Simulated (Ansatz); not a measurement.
1T (CdI2-type) ZrSe2, treated with PBE in Ansatz (plane waves, PAW).

Numerical settings: plane-wave cutoff 520 eV, 12×12×6 k mesh (along the axes of the cell as run), Fermi–Dirac smearing 0.01 eV, scalar-relativistic PAW data made under PBE.

The cell is scaled about its equilibrium volume:

Shape and atoms are relaxed at each volume.

```csv
V (Å³/atom),P (GPa),direct gap at Γ (eV),smallest gap on the k mesh (eV),c (Å)
27.487,0.23,1.107,0.365,6.622
28.060,0.09,1.112,0.388,6.747
28.632,0.00,1.116,0.409,6.875
29.205,-0.04,1.120,0.425,7.007
29.778,-0.07,1.122,0.438,7.141
```

The fundamental gap (0.41 eV at the equilibrium volume, with added k points) lies elsewhere than Γ–Γ.

Measured, for comparison: band gap 1.18 eV (temperature not stated, not corrected to a static lattice, fundamental, indirect, our sources range from 0.90 to 1.20; as tabulated in Rybak et al. (2022), arXiv:2210.12074).

Note: for a layered or molecular solid the relaxed cell lies over 5 % above the published volume, where the minimum can be shallow; the cell comes from a level without a dispersion term, which matters for the spacing of layers, chains or molecules; the bulk modulus comes from volumes at which shape and atoms were relaxed.

Spin–orbit coupling is not included.

Ansatz is an electronic-structure program.
